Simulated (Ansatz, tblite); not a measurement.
# The cluster Sr₂O₂: a ladder of methods and basis sets

Aim: run the singlet of the cluster Sr₂O₂ at one geometry on many levels, and compare frontier levels, spin and run time.

Method: as each input shows; program: Ansatz 0.2.0, Gaussian basis.

Plan: GFN1-xTB, GFN2-xTB, PBE-D4/def2-TZVP, r2SCAN-D4/def2-TZVP, LDA/def2-TZVP, B2PLYP/def2-TZVP, r2SCAN0-D4/def2-TZVP, B97M-V/def2-TZVP, LC-ωPBE/def2-TZVP, PBE-D4/def2-SVP, PBE0-D4/def2-SVP, PBE0-D4/def2-TZVPD, PBE-D4/def2-TZVPD, r2SCAN-D4/def2-TZVPD, CCSD(T)/def2-TZVPP, MP2/def2-TZVP, RPA/def2-TZVP.

1 further run of the same task is left out (set aside as unsound or not needed). Runs told in other sessions of the task aren't counted.

**1. The relaxed structure**

The geometry is that of the singlet, from an earlier relaxation (PBE-D4/def2-TZVP). At that level it is the lowest of the isomers that a small search found.

4 atoms, charge 0, spin multiplicity 1.

Bond lengths: Sr1–O3 2.173 Å, Sr1–O4 2.173 Å, Sr2–O3 2.173 Å, Sr2–O4 2.173 Å. Angles: O3–Sr1–O4 83.2°, O3–Sr2–O4 83.2°, Sr1–O3–Sr2 96.8°, Sr1–O4–Sr2 96.8°.

Sr takes a core potential in the def2 sets. No spin-orbit coupling is included.

PBE0-D4/def2-TZVP was run before; its log isn't repeated, and its numbers join the tables.

**2. GFN1-xTB**

Tight binding, by tblite at 300 K electronic temperature and without a spin-polarisation term:

```python
tblite.interface.Calculator('GFN1-xTB', numbers, positions, charge=0, uhf=0).singlepoint()
```

Energy -286.7734 eV, HOMO -9.53 eV, LUMO -7.51 eV; 0.003 s.

**3. GFN2-xTB**

Tight binding, by tblite at 300 K electronic temperature and without a spin-polarisation term:

```python
tblite.interface.Calculator('GFN2-xTB', numbers, positions, charge=0, uhf=0).singlepoint()
```

Energy -246.5207 eV, HOMO -10.36 eV, LUMO -9.50 eV; 0.003 s.

**4. PBE-D4/def2-TZVP**

start.molden holds the orbitals of an earlier run on this state, given as this run's starting guess.

Contents of in.yaml:

```yaml
crystal:
  periodic: [false, false, false]
  atoms:
    - {symbol: Sr, position_ang: [-1.598783, 0.282318, 0.077107]}
    - {symbol: Sr, position_ang: [1.598761, -0.282320, -0.077616]}
    - {symbol: O, position_ang: [0.249164, 1.420262, -0.034596]}
    - {symbol: O, position_ang: [-0.249142, -1.420250, 0.035104]}
basis:
  gaussian: {orbitals: def2-TZVP, initial_orbitals: start.molden}
hamiltonian: {xc: pbe, dispersion: d4}
scf: {omitted_lower_state_checks: [starts]}
output: {orbitals: {seedname: orbitals}}
```

On the command line:

```bash
ansatz run in.yaml --threads 4 --pin off --events-out ev --progress --plain --max-ram 3916MiB
```

After this run come: r2SCAN-D4/def2-TZVP; LDA/def2-TZVP; B2PLYP/def2-TZVP; r2SCAN0-D4/def2-TZVP; B97M-V/def2-TZVP; LC-ωPBE/def2-TZVP; PBE-D4/def2-SVP; PBE0-D4/def2-SVP; PBE0-D4/def2-TZVPD; PBE-D4/def2-TZVPD; r2SCAN-D4/def2-TZVPD; CCSD(T)/def2-TZVPP; MP2/def2-TZVP; RPA/def2-TZVP.

Before running them: what should the planned runs give, taken together? Wanted: gap in def2-TZVP, named functionals, smallest and largest; correlation energy, CCSD(T)/def2-TZVPP; correlation energy, MP2/def2-TZVP; binding an atom, functionals in def2-TZVP; PBE0 total energy, smallest basis above largest.

**Answer**, as computed:

| quantity | value |
| --- | --- |
| gap in def2-TZVP, named functionals, smallest and largest | 1.88 eV (PBE-D4), 7.21 eV (LC-ωPBE) |
| correlation energy, CCSD(T)/def2-TZVPP | -26.84 eV |
| correlation energy, MP2/def2-TZVP | -23.55 eV |
| binding an atom, functionals in def2-TZVP | 3.16 (B2PLYP) to 4.08 eV (LDA) |
| PBE0 total energy, smallest basis above largest | 5.66 eV (def2-SVP, def2-TZVPD) |

Orbital gaps of the named functionals in def2-TZVP span 1.88 eV (PBE-D4) to 7.21 eV (LC-ωPBE); exact exchange widens it. Notes on CCSD(T)/def2-TZVPP: large T1 diagnostic.
